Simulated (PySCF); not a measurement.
Gas-phase reaction: 3 Al(CH₃)F₂ + 3 C₃H₈ ⇌ 3 AlH(CH₃)₂ + 2 CH₃CF₃ + 2 CH₃

Method: PySCF energies plus ideal-gas RRHO corrections (1 bar). † marks an energy on the PBE0/def2-TZVP geometry and frequencies; other levels use their own. CCSD(T) freezes the core. Open shells (unrestricted): CH₃ (multiplicity 2); the rest are closed-shell singlets. Al(CH₃)F₂, AlH(CH₃)₂: computed as isolated molecules; such fragments, hydroxides, amides, oligomers or adducts are transient or little studied in the gas. CCSD(T) isn't extrapolated to the basis-set limit.

```
level                ΔH°(298 K), kJ
-------------------  --------------
CCSD(T)/def2-SVP†              1553
CCSD(T)/def2-TZVPP†               ?
HF/def2-TZVP†                     ?
PBE/def2-SVP                      ?
r2SCAN/def2-TZVP†              1535
LDA/def2-TZVP†                 1572
ωB97M-V/def2-TZVP†             1573
```

### Question
Fill in the missing entries.

### Answer

- CCSD(T)/def2-TZVPP†, ΔH°(298 K), kJ: 1606
- HF/def2-TZVP†, ΔH°(298 K), kJ: 1454
- PBE/def2-SVP, ΔH°(298 K), kJ: 1455
